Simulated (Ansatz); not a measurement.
**CPO (doublet): wave-function methods side by side, cc-pVDZ**

One table from this session's results is given with a row withheld; the runs are named, their logs left out.

The runs use Ansatz 0.2.0, Gaussian basis; cc-pVDZ, core rule «outside noble gas», up to 7 orbitals frozen.

The runs, in order: UHF; CCSD(T) on ROHF; CCSD(T) on UHF; BCCD(T) on ROHF; CISD as a restricted active space (open shells left free, so some higher excitations enter); CCSDT(Q) on ROHF; CCSDT(Q) on UHF; CASSCF and MRCISD+Q, 13 electrons in 11 orbitals; CASSCF and NEVPT2, 13 electrons in 11 orbitals.

16 further runs of the same task are left out: 4 that didn't finish, 12 set aside as unsound or not needed. Runs told in other sessions of the task aren't counted.

## The geometry

The geometry is a PBE0/def2-TZVP stationary point (not a proven minimum).

3 atoms, charge 0, spin multiplicity 2.

Atoms are counted from 1 here; the program's logs count them from 0.

Bond lengths: O1–C2 1.157 Å, C2–P3 1.656 Å. Angles: O1–C2–P3 180.0°.

Coordinates:

```xyz
3
COP
O     0.0000    0.0000    1.3231
C     0.0000    0.0000    0.1664
P     0.0000    0.0000   -1.4895
```

Set-up of the first run:

in.yaml

```yaml
crystal:
  periodic: [false, false, false]
  atoms:
    - {symbol: O, position_ang: [0.000000, 0.000000, 1.323100]}
    - {symbol: C, position_ang: [0.000000, 0.000000, 0.166400]}
    - {symbol: P, position_ang: [0.000000, 0.000000, -1.489500]}
basis:
  gaussian: {orbitals: cc-pVDZ}
magnetization: {spin_polarized: true, initial_magnetization: 1}
hamiltonian: {xc: hf}
output: {orbitals: {seedname: orbitals}}
```

The run is started by

```console
ansatz run in.yaml --threads 1 --pin off --events-out ev --progress --plain --max-ram 2393MiB
```

Among the steps run: UHF; CCSD(T) on ROHF; CCSD(T) on UHF; BCCD(T) on ROHF; CISD as a restricted active space (open shells left free, so some higher excitations enter); CCSDT(Q) on ROHF; CCSDT(Q) on UHF; CASSCF and MRCISD+Q, 13 electrons in 11 orbitals; CASSCF and NEVPT2, 13 electrons in 11 orbitals.

One of the session's tables, all rows but one given; the rest of the session is left out.

It belongs to the step «Misses and costs». 

| method | from UCCSDT(Q) (meV) |
| --- | --- |
| ROHF | +11874.2 |
| UHF | +11723.1 |
| RMP2 | +934.4 |
| UMP2 | +1017.2 |
| CISD | +1800.0 |
| RCCSD | +593.1 |
| UCCSD | +584.0 |
| RCCSD(T) | +82.4 |
| UCCSD(T) | +87.1 |
| BCCD(T) | +78.8 |
| RCCSDT | ? |
| UCCSDT | +54.8 |
| RCCSDT(Q) | +6.6 |
| UCCSDT(Q) | 0 |
| CASSCF valence | +7562.4 |
| NEVPT2 valence | +1440.9 |
| MRCISD valence | +701.2 |
| MRCISD+Q valence | +104.0 |

Estimate the missing values for RCCSDT.

The run gave: from UCCSDT(Q) (meV): +55.3. In the column «from UCCSDT(Q) (meV)» it lies between UCCSDT (+54.8) and BCCD(T) (+78.8).

With the free atoms at the same levels and basis (separate runs), the atomisation energy is 11.053 eV at UCCSDT(Q), 10.997 eV at RCCSD(T), 10.990 eV at UCCSD(T), 6.895 eV at ROHF.

Caveats from the session: Restricted and unrestricted rows rest on different reference determinants; a gap between their highest levels can come from leftover correlation error, from unlike frozen cores or from another state.
